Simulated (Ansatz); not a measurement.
## Relaxing GaGe

These are results of DFT r2SCAN, scalar-relativistic, plane waves, PAW in Ansatz 0.2.0, not measurements. Cutoff 500 eV, Γ-centred k mesh, Gaussian smearing, no spin polarisation in the final step.

The start puts GaGe on the caesium chloride structure type (Pm-3m, No. 221), with Ga in place of Cs, Ge in place of Cl, at a guessed volume.

```
Ga Ge
1.0
     3.66844    0.00000    0.00000
     0.00000    3.66844    0.00000
     0.00000    0.00000    3.66844
Ga Ge
1 1
Direct
  0.00000 0.00000 0.00000
  0.50000 0.50000 0.50000
```

Steps on the 6×6×6 mesh (2 atoms). 5 of 5 steps are shown, and the free energy counts from the last. Trial steps that were taken back and renewals of the plane-wave basis can be among the rows.

```tsv
step	ΔF (meV/atom)	V (Å³/atom)	P (GPa)
1	249.7	24.68	-9.03
2	73.6	21.25	-6.96
3	-0.5	18.14	0.86
4	-1.0	18.44	-0.24
5	0.0	18.44	-0.29
```

A final relaxation ran on a 16×16×16 mesh. The relaxed crystal, Pm-3m (No. 221):

```cif
data_structure
_symmetry_space_group_name_H-M 'Pm-3m'
_symmetry_Int_Tables_number 221
_cell_length_a 3.3287
_cell_length_b 3.3287
_cell_length_c 3.3287
_cell_angle_alpha 90.000
_cell_angle_beta 90.000
_cell_angle_gamma 90.000
_cell_volume 36.88
loop_
_atom_site_label
_atom_site_type_symbol
_atom_site_symmetry_multiplicity
_atom_site_Wyckoff_symbol
_atom_site_fract_x
_atom_site_fract_y
_atom_site_fract_z
_atom_site_occupancy
Ga1 Ga 1 a 0.00000 0.00000 0.00000 1
Ge1 Ge 1 b 0.50000 0.50000 0.50000 1
```

For GaGe, the volume per atom is 18.44 Å³, the density is 6.41 g/cm³ and the energy over the elements is 0.37 eV/atom. The gap on the 16×16×16 mesh is 0 eV (a metal).

Formation energies are uncorrected and refer to the elements' standard structures at the same level.

The final run used a 16×16×16 mesh on its 2-atom cell and 0.10 eV smearing. For metals, differences of a few meV/atom aren't resolved.

A structure relaxed within its symmetry needn't be a true minimum.

Cost: 3 runs of about 0.45 core-minutes in all, on Intel Xeon 6975P-C (Granite Rapids) (shared hosts).